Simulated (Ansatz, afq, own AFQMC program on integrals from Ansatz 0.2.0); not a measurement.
# Where AFQMC and coupled cluster stand for Al$_{2}$H, doublet

```xyz
3

Al    0.0000    0.0000    2.4426
Al    0.0000    0.0000   -6.5044
H     0.0000    0.0000    4.0618
```

Connectivity, by distances: AlH ··· Al.

Basis 6-31G. Only valence electrons are correlated. Ansatz 0.2.0 and our own AFQMC program on the same integrals; the CISD trial comes from CCSD amplitudes, and released means the phaseless constraint is let go. ± is one standard error of the sampling.

Determinant: ROHF, the one that the program's search chose, which needn't be the lowest solution. The geometry is a point of a scan.

Full CI on the same integrals is exact in this basis and with this determinant's frozen core.

```
T1 diagnostic                               : 0.0122
weight of the determinant in the CISD state : 0.891
size of the correlated space                : 7 electrons in 18 orbitals
```

```
  level  correlation energy (eV)
    MP2                  -1.2469
   CCSD                  -2.0381
CCSD(T)                  -2.0484
```

(1) Estimate where phaseless AFQMC with a CISD trial lies against CCSD(T) on the same integrals.

(1) 1.9 ± 1.3 meV below CCSD(T). The gap is under twice the noise, so this walk alone can't tell the two apart.

Reference: full CI, correlation energy -2.054 eV. The released energy is read at 2.40 1/Eh (meV from the phaseless value at times in 1/Eh: 1.6 ± 1.3 at 0.24, 0.8 ± 1.1 at 0.51, -0.4 ± 1.2 at 0.99, -1.2 ± 0.9 at 1.62, -1.4 ± 0.7 at 2.40).

```
         level  E − E(reference) (meV)  share of correlation (%)
       CCSD(T)                     6.0                     99.71
         CCSDT                     1.5                     99.93
      CCSDT(Q)                     0.5                     99.98
        CCSDTQ                     0.0                    100.00
 ph-AFQMC/CISD               4.2 ± 1.3                     99.80
released AFQMC               2.8 ± 0.7                     99.87
```

CCSDT and higher add their correlation energy to the determinant of the CCSD(T) run, since their own runs factorise the integrals more tightly (a shift of under 2 meV). A walk keeps the symmetry of its determinant, which the program's search chose and which needn't be the lowest solution, so a lower state of the same spin and another symmetry isn't excluded. Released energies are given only where the last usable release times agree within the noise; a slower fall can still hide under it.
